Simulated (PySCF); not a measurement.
Geometries of 2 isomers of C6H10, from PBE0-D3(BJ)/def2-SVP geometry optimisation, gas phase in PySCF 2.14.0. One conformer each, no zero-point energy, no frequencies.

Question: Which isomer lies lower at this level?
A.
```xyz
16
angstrom
C     -1.188    0.002   -0.678
C     -1.052   -0.142    0.863
C      0.474   -0.070    0.980
C      0.929   -0.991   -0.175
C      0.296    0.120   -1.044
C      0.815    1.101    0.031
H     -1.664   -0.872   -1.149
H     -1.762    0.894   -0.975
H     -1.551    0.669    1.415
H     -1.453   -1.096    1.239
H      0.906   -0.147    1.988
H      2.023   -1.034   -0.276
H      0.501   -2.006   -0.233
H      0.545    0.238   -2.108
H      0.284    2.057    0.168
H      1.898    1.279   -0.047
```
B.
```xyz
16
angstrom
C     -1.758   -0.541    1.418
C     -1.286   -0.664   -0.024
C     -0.048    0.151   -0.308
C      0.869   -0.253   -1.417
C      2.113    0.410   -0.932
C      1.297   -0.433   -0.013
H     -1.972    0.507    1.677
H     -2.677   -1.122    1.593
H     -0.991   -0.903    2.120
H     -1.085   -1.721   -0.268
H     -2.091   -0.341   -0.706
H     -0.172    1.234   -0.129
H      0.724   -0.986   -2.209
H      3.064   -0.011   -1.277
H      2.126    1.503   -0.795
H      1.561   -1.339    0.533
```

Answer: A. That is `C1[C@H]2CC[C@@H]1C2`, 27.5 kcal/mol below the other.

| SMILES | atoms numbered as above | E (Eh) | relative (kcal/mol) | relative (kJ/mol) | dipole (D) |
| --- | --- | --- | --- | --- | --- |
| C1C[C@H]2C[C@@H]1C2 | [CH2:1]1[CH2:2][C@H:3]2[CH2:4][C@@H:5]1[CH2:6]2 | -234.18683 | 0.0 | 0.0 | 0.05 |
| CC[C@@H]1[C@H]2C[C@@H]12 | [CH3:1][CH2:2][C@@H:3]1[C@H:4]2[CH2:5][C@@H:6]12 | -234.14307 | 27.5 | 114.9 | 0.75 |

As drawn, the lower has a four-membered ring, which the higher lacks; the higher has a three-membered ring, which the lower lacks.
